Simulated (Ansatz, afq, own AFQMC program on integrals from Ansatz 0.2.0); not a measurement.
HBrF, doublet: AFQMC among the cluster methods

```xyz
3

Br    0.0000    0.0000   -1.7087
H     0.0000    0.0000    0.4043
F     0.0000    0.0000    1.3043
```

Connectivity, by distances: Br ··· FH.

Basis cc-pVTZ. Noble-gas cores (and the filled d shells of Ga–Kr and In–Xe) are frozen. Ansatz 0.2.0 and our own AFQMC program on the same integrals; the CISD trial comes from CCSD amplitudes, and released means the phaseless constraint is let go. Uncertainties: one standard error, sampling alone. No spin–orbit coupling.

Determinant: UHF, the one that the program's search chose, which needn't be the lowest solution. The geometry is a point of a scan.

No full CI on the walks' own integrals is used here; CCSDT(Q) serves as the reference and is uncertain by about the last step of the cluster series.

Cautions: no relativity below Rb; no spin-orbit coupling; inner d shell frozen; the released energies have errors that jump between times, so the bars are unsure, so no released level is given (meV from the phaseless value at times in 1/Eh: 17 ± 30 at 0.24, -18 ± 6 at 0.51, -2 ± 6 at 0.99, -4 ± 8 at 1.50), though the last usable value meets CCSDT(Q) within the noise.

```
T1 diagnostic                               : 0.0072
weight of the determinant in the CISD state : 0.893
⟨S²⟩ of the determinant                     : 0.759
size of the correlated space                : 15 electrons in 72 orbitals
```

```tsv
level	correlation energy (eV)
MP2	-11.1214
CCSD	-11.6976
CCSD(T)	-12.0075
```

(1) Estimate where phaseless AFQMC with a CISD trial lies against CCSD(T) on the same integrals.

(1) 1.4 ± 0.6 kJ/mol below CCSD(T).

Reference: CCSDT(Q), correlation energy -12.033 eV.

```
        level  E − E(reference) (kJ/mol)  share of correlation (%)
      CCSD(T)                        2.5                     99.79
        CCSDT                        1.0                     99.92
ph-AFQMC/CISD                  1.1 ± 0.6                     99.91
```

A walk keeps the symmetry of its determinant, which the program's search chose and which needn't be the lowest solution, so a lower state of the same spin and another symmetry isn't excluded.
